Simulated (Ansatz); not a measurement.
A nudged elastic band was laid between two geometries of C4H5FS (11 atoms, charge 0, multiplicity 1).

Method: RKS PBE0-D4/def2-SVP in Ansatz.

```yaml
movable_images: 9
climbing_image: yes
spring: 5.0 eV/Å²
optimiser: quadratic models (default)
start_path: through a guess of the saddle point
force_threshold: 0.05 eV/Å
iteration_limit: 56
end_points: relaxed
```

Initial state:

```xyz
11
Properties=species:S:1:pos:R:3
C -1.015 -1.046 -0.347
C -0.097 -0.082 -0.148
C 0.374 0.715 -1.268
S 1.476 1.909 -1.179
C 0.463 0.200 1.215
F -0.085 -0.633 2.152
H -1.378 -1.652 0.486
H -1.414 -1.241 -1.346
H -0.079 0.454 -2.238
H 1.559 0.071 1.203
H 0.263 1.249 1.493
```

Final state:

```xyz
11
Properties=species:S:1:pos:R:3
C -1.149 -1.256 -0.106
C -0.249 -0.248 -0.106
C 0.004 0.365 -1.404
S 1.164 1.581 -1.344
C 0.423 0.170 1.175
F -0.008 -0.567 2.246
H -1.408 -1.792 0.811
H -1.622 -1.535 -1.049
H 1.171 1.934 -2.657
H 1.518 0.053 1.081
H 0.220 1.238 1.374
```

(1) Which bonds break or form, and what moves?

(2) Give the energies along the band, and the barrier.

(3) What is the geometry of the highest image?

(4) What are the harmonic wavenumbers there?

Results:

(1) Bonds broken: C3–H9. Bonds formed: S4–H9.

(2) The forces met the threshold. The highest image is number 6 of 0 to 10, 79.3 kcal/mol above the first end and 28.7 kcal/mol above the last; the last end lies 50.6 kcal/mol above the first. A vibrational analysis at the climbing image gives one clearly imaginary mode, 1659i cm⁻¹: a first-order saddle point. The orbitals stay closed-shell, which can raise the energy where a bond breaks towards radicals; this wasn't checked here.

| image | path coordinate (Å) | energy (kcal/mol) | C3–H9 (Å) | S4–H9 (Å) |
| --- | --- | --- | --- | --- |
| 0 | 0.00 | 0.0 | 1.10 | 2.38 |
| 1 | 0.25 | 1.0 | 1.10 | 2.35 |
| 2 | 0.50 | 5.3 | 1.10 | 2.26 |
| 3 | 0.75 | 17.1 | 1.10 | 2.08 |
| 4 | 0.99 | 39.2 | 1.14 | 1.86 |
| 5 | 1.24 | 66.5 | 1.25 | 1.63 |
| 6 | 1.49 | 79.3 | 1.46 | 1.45 |
| 7 | 1.76 | 70.3 | 1.74 | 1.35 |
| 8 | 2.03 | 57.9 | 2.01 | 1.34 |
| 9 | 2.31 | 51.7 | 2.23 | 1.35 |
| 10 | 2.58 | 50.6 | 2.32 | 1.36 |

(3) 
```xyz
11
Properties=species:S:1:pos:R:3:forces:R:3
C -1.105 -1.181 -0.197 0.01 0.01 -0.01
C -0.195 -0.187 -0.116 0.00 -0.01 0.01
C 0.144 0.498 -1.348 0.03 0.02 0.00
S 1.330 1.760 -1.303 -0.01 -0.01 0.01
C 0.446 0.189 1.191 0.00 0.01 -0.03
F -0.024 -0.577 2.221 -0.01 -0.01 0.01
H -1.408 -1.751 0.685 0.00 0.00 0.00
H -1.541 -1.417 -1.170 -0.01 -0.01 0.01
H 0.628 1.290 -2.476 -0.01 0.00 0.00
H 1.542 0.066 1.121 0.00 0.00 0.00
H 0.248 1.253 1.413 0.00 0.00 0.00
```

(4) 1659i, 48, 108, 164, 294, 316, 418, 474, 573, 718, 788, 918, 1002, 1003, 1036, 1148, 1262, 1314, 1383, 1430, 1476, 1680, 2268, 3049, 3101, 3177, 3297 cm⁻¹.

Time of the run: 4.6 min on 2 threads of Arm Neoverse V1, with other jobs on the host, peak memory 0.27 GiB.
